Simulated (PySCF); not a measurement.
# How methods differ on the ionisation energy of N

N [He] 2s2 2p3 (4S) → N⁺ [He] 2s2 2p2 (3P), as a difference of total energies. Calculation: PySCF 2.14, in def2-TZVPPD (6s3p3d1f, 37 functions); no relativity, point nucleus. Correlated levels: valence: 1s2 frozen. The calculations carry no spin-orbit coupling.

Question: Order these methods by the ionisation energy they give, lowest first.
A. CCSD (valence)
B. MP2 (valence)
C. CCSD(T) (valence)
D. UHF

Answer: D (13.898 eV), A (14.434 eV), C (14.455 eV), B (14.571 eV).

Errors of the correlated levels include the incompleteness of this basis and the frozen core.

For comparison: 14.545 eV (measured; NIST levels, between the centres of gravity of the two terms).
